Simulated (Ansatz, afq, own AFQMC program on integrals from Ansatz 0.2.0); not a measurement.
## Breaking C1–H5 in ZnCH4, singlet

```tsv
atom	x (Å)	y (Å)	z (Å)
C	-0.1626	-0.4112	-0.5617
Zn	0.3066	0.6956	0.9676
H	0.6335	-1.1373	-0.7961
H	-1.0862	-0.9848	-0.3777
H	-0.3288	0.1966	-1.4666
H	0.6794	1.5771	2.1883
```

Products: ZnCH3 (doublet, the lower of two spins tried; CH2–ZnH) and H (doublet), each relaxed with PBE0/def2-SVP like the molecule; electronic energies without zero-point terms. Determinants: RHF, UHF and UHF in that order.

Basis def2-TZVP. Noble-gas cores (and the filled d shells of Ga–Kr and In–Xe) are frozen. Ansatz 0.2.0 and our own AFQMC program on the same integrals; the CISD trial comes from CCSD amplitudes, and released means the phaseless constraint is let go. Error bars are statistical, one sigma. The metal's outer-core s and p shells are frozen, which shifts wave-function levels against functionals. The errors of all members are added in quadrature.

No full CI on the walks' own integrals is used here. The released AFQMC energy serves as the reference, which it does only where one determinant dominates, the energy is flat over the last release times and near the phaseless one (40 meV or 2 meV an electron, half that with transition metals). On small molecules, where full CI could be run and the noise was under 10 meV, such values lay within 10 meV of it in 19 cases of 20, a flattering rate, since the rule was set on those same cases; what remains of the bias isn't in the error bar. Each member takes its own surest rung, up to full CI.

The best estimate is CCSD(T) at the basis-set limit (CBS: def2-TZVPP and def2-QZVPP, with their diffuse functions for anions and beside diffuse sets, CCSD(T) itself extrapolated) plus the step from CCSD(T) to AFQMC with the constraint released in def2-TZVP. Rows without CBS are in def2-TZVP; B2PLYP and the wave-function rows carry a basis error of their own. Core correlation and relativity beyond core potentials are missing, and ± holds the sampling alone.

Cautions: no relativity below Rb; outer-core shells of the metal frozen; ZnCH₄ (singlet): the released value is read at 1.50 1/Eh with a noise of 13 meV, more than in the cases checked (meV from the phaseless value at times in 1/Eh: -1 ± 6 at 0.24, -13 ± 8 at 0.51, 5 ± 8 at 0.99, -17 ± 13 at 1.50), released reference can be 30 meV off for metals; ZnCH₃ (doublet): the released value is read at 0.99 1/Eh with a noise of 10 meV, more than in the cases checked, later times being too noisy (meV from the phaseless value at times in 1/Eh: 1 ± 7 at 0.24, 7 ± 11 at 0.51, -6 ± 10 at 0.99, 4 ± 17 at 1.50), released reference can be 30 meV off for metals.

Best estimate: 4.645 ± 0.017 eV.

| level | bond energy (eV) | error against the best estimate (eV) |
| --- | --- | --- |
| HF | 3.429 | -1.216 ± 0.017 |
| MP2 | 4.487 | -0.158 ± 0.017 |
| CCSD | 4.447 | -0.198 ± 0.017 |
| CCSD(T) | 4.491 | -0.155 ± 0.017 |
| ph-AFQMC/CISD | 4.483 ± 0.010 | -0.163 ± 0.019 |
| released AFQMC | 4.494 ± 0.017 | -0.151 |
| HF/CBS | 3.436 | -1.209 ± 0.017 |
| MP2/CBS | 4.666 | 0.020 ± 0.017 |
| CCSD(T)/CBS | 4.642 | -0.003 ± 0.017 |
| PBE | 4.525 | -0.121 ± 0.017 |
| r2SCAN | 4.425 | -0.220 ± 0.017 |
| PBE0 | 4.496 | -0.149 ± 0.017 |
| B3LYP | 4.550 | -0.096 ± 0.017 |
| wB97M-V | 4.631 | -0.015 ± 0.017 |
| B2PLYP | 4.533 | -0.113 ± 0.017 |

Correlation beyond CCSD(T) changes it by less than twice the noise. Going to the basis-set limit adds 0.151 eV at CCSD(T). The perturbative (T) step is worth +0.043 eV.

Best estimates are given only where the step beyond CCSD(T) is under 0.3 eV and no member's determinant is very poor (T1 over 0.05, or 0.07 for open shells, ⟨S²⟩ too high by 0.3, two states mixed), so the hardest cases are missing from such tables.

The functionals ran in a triple-zeta set and keep a basis error of their own, a few kJ/mol for each bond in atomization energies and more for double hybrids, so close places among them and the extrapolated levels can swap.

Each member of a difference takes its own highest rung, so a best estimate needn't equal the limit plus the step of one row. Released energies are given only where the last usable release times agree within the noise; a slower fall can still hide under it.
